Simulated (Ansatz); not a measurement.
# B$_{2}$H, quartet: breathe scan

Starting geometry (PBE0/def2-TZVP stationary point for this spin, not checked as a minimum):

```tsv
atom	x (Å)	y (Å)	z (Å)
B	0.0000	0.0000	0.1141
B	0.0000	0.0000	-1.4064
H	0.0000	0.0000	1.2923
```

From there all distances are scaled together; atoms are numbered as listed. Energies are in kJ/mol, counted from the starting geometry at the same level. Kohn–Sham curves are unrestricted where that lies lower.

Basis 6-31G; Ansatz 0.2.0. Correlated methods freeze the noble-gas cores.

Unrestricted Kohn–Sham rows aren't spin-pure: their determinants' ⟨S²⟩ exceeds S(S+1) by up to 0.10, so they mix in states of higher spin. A value is left out where its run failed or describes another state than the reference as far as symmetry and spin tell, or, spin-broken singlets apart, can't be checked. The reference follows the lowest state, whose symmetry changes from Σ⁻ or Δ to Π between 1.747 and 2.038.

In so small a basis the reference is far from its limit while semilocal and hybrid functionals are nearer theirs (RPA and double hybrids share much of the reference's basis error), so the functionals' errors here hold much of the reference's basis and frozen-core error, which can add to them or hide them.

Full CI is exact within this basis and frozen core; it isn't the basis-set limit.

```json
{"scale of all distances": "0.873", "full CI": "150.8", "PBE": "141.0", "r2SCAN": "136.1", "PBE0": "132.4", "B3LYP": "128.6", "wB97X-V": "132.1", "wB97M-V": "127.6", "B2PLYP": "131.5", "PBE-QIDH": "131.3", "RPA-PBE": "156.6"}
{"scale of all distances": "1.000", "full CI": "0.0", "PBE": "0.0", "r2SCAN": "0.0", "PBE0": "0.0", "B3LYP": "0.0", "wB97X-V": "0.0", "wB97M-V": "0.0", "B2PLYP": "0.0", "PBE-QIDH": "0.0", "RPA-PBE": "0.0"}
{"scale of all distances": "1.139", "full CI": "54.7", "PBE": "60.6", "r2SCAN": "68.2", "PBE0": "73.3", "B3LYP": "73.7", "wB97X-V": "76.6", "wB97M-V": "78.0", "B2PLYP": "72.7", "PBE-QIDH": "77.4", "RPA-PBE": "47.6"}
{"scale of all distances": "1.310", "full CI": "227.4", "PBE": "241.4", "r2SCAN": "259.4", "PBE0": "272.7", "B3LYP": "268.1", "wB97X-V": "284.8", "wB97M-V": "283.4", "B2PLYP": "266.6", "PBE-QIDH": "–", "RPA-PBE": "212.0"}
{"scale of all distances": "1.488", "full CI": "409.5", "PBE": "437.4", "r2SCAN": "465.0", "PBE0": "487.1", "B3LYP": "471.1", "wB97X-V": "–", "wB97M-V": "503.6", "B2PLYP": "493.5", "PBE-QIDH": "522.2", "RPA-PBE": "383.8"}
{"scale of all distances": "1.747", "full CI": "573.9", "PBE": "633.0", "r2SCAN": "663.7", "PBE0": "680.7", "B3LYP": "649.4", "wB97X-V": "658.5", "wB97M-V": "–", "B2PLYP": "654.1", "PBE-QIDH": "682.2", "RPA-PBE": "527.0"}
{"scale of all distances": "2.038", "full CI": "620.2", "PBE": "706.5", "r2SCAN": "738.1", "PBE0": "732.2", "B3LYP": "699.8", "wB97X-V": "691.6", "wB97M-V": "714.2", "B2PLYP": "689.1", "PBE-QIDH": "713.2", "RPA-PBE": "554.4"}
{"scale of all distances": "2.418", "full CI": "631.1", "PBE": "748.0", "r2SCAN": "779.6", "PBE0": "758.4", "B3LYP": "724.8", "wB97X-V": "704.5", "wB97M-V": "731.6", "B2PLYP": "702.1", "PBE-QIDH": "725.2", "RPA-PBE": "563.0"}
```

PBE0 at 2.418 lies 127.2 kJ/mol (20 %) above the reference in this basis. wB97M-V at 2.418 lies 100.4 kJ/mol (16 %) above the reference in this basis. r2SCAN at 2.418 lies 148.4 kJ/mol (24 %) above the reference in this basis. PBE at 2.418 lies 116.9 kJ/mol (19 %) above the reference in this basis.
